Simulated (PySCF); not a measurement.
From one molecule to another.

First species: C₄H₈OP₂.
Geometry (GFN2-xTB, Å), atoms numbered from 1 in this order:
```xyz
15
C4H8OP2 angstrom
C     -1.6966   -1.2542   -0.0794
P     -0.6775   -0.1788    1.0327
C      0.9060   -0.5209    0.3347
C      2.0461   -0.7249   -0.0209
P      3.6195   -1.1901   -0.6585
C     -0.9514    1.4473    0.1218
O     -2.2609    1.9116    0.3360
H     -1.3576   -1.1812   -1.1118
H     -1.6250   -2.2872    0.2567
H     -2.7343   -0.9304   -0.0106
H      4.3436   -0.6738    0.4231
H      3.7979   -0.0207   -1.4093
H     -0.8458    1.3007   -0.9571
H     -0.2000    2.1783    0.4527
H     -2.3684    2.1322    1.2681
```

Second species: DPP, C6H4N2O2.
SMILES with atom numbers: `[O:1]=[C:2]1[NH:3][CH:4]=[C:5]2[C:6](=[O:7])[NH:8][CH:9]=[C:10]12` (hydrogens: H11 on N3; H12 on C4; H13 on N8; H14 on C9)

Levels: wB97X-D/def2-SVPD for dipole moment, HOMO energy, LUMO energy, HOMO–LUMO gap, static isotropic polarisability and electronic spatial extent ⟨r²⟩ about the centre of nuclear charge; TDDFT wB97X-D/def2-SVPD for lowest singlet excitation; TDA wB97X-D/def2-SVPD for lowest triplet excitation (Tamm–Dancoff); GFN2-xTB for rotational constant A and rotational constant C. Geometries: GFN2-xTB. Each structure is a single optimised conformer of the isolated species, non-relativistic unless stated; the electronic structure was computed with PySCF and density fitting.

Dipoles, sizes and rotational constants follow the conformer. The torsions of the flexible species, by atom-mapped SMILES:
- `[CH3:1][P:2]([C:3]#[C:4][PH2:5])[CH2:6][OH:7]`: C1–P2–C6–O7 73°, H–O7–C6–P2 66°

**Question.** Which of the two has the higher dipole moment, and by how much?

**Answer.** The first: 0.82 D against 0.00 D, a difference of 0.82 D.

**Question.** Which of the two has the higher ⟨r²⟩, and by how much?

**Answer.** The first: 1779 bohr² against 1260 bohr², a difference of 519 bohr².

**Question.** Which of the two has the higher HOMO energy, and by how much?

**Answer.** The second: -8.02 eV against -8.63 eV, a difference of 0.61 eV.

**Question.** Which of the two has the higher T1 energy, and by how much?

**Answer.** The first: 4.58 eV against 1.77 eV, a difference of 2.81 eV.

**Question.** Which has the higher HOMO–LUMO gap?

**Answer.** The first: 9.96 eV against 7.07 eV, a difference of 2.89 eV.

**Question.** Which of the two has the higher LUMO energy, and by how much?

**Answer.** The first: 1.33 eV against -0.95 eV, a difference of 2.28 eV.

**Question.** Which of the two has the higher static isotropic polarisability, and by how much?

**Answer.** The first: 109.3 au against 94.1 au, a difference of 15.2 au.

**Question.** Which has the higher S1 energy?

**Answer.** The first: 5.33 eV against 3.55 eV, a difference of 1.78 eV.

On the first: The principal polarisabilities are 82.5, 91.8 and 153.6 au; their mean is the isotropic value. A dipole of 0.82 D is allowed in C1, and pure rotational transitions are dipole-allowed.

On the second: The principal polarisabilities are 48.5, 92.4 and 141.5 au; their mean is the isotropic value. Point group C2h forbids a permanent dipole, so the rigid molecule has no electric-dipole pure rotational spectrum.
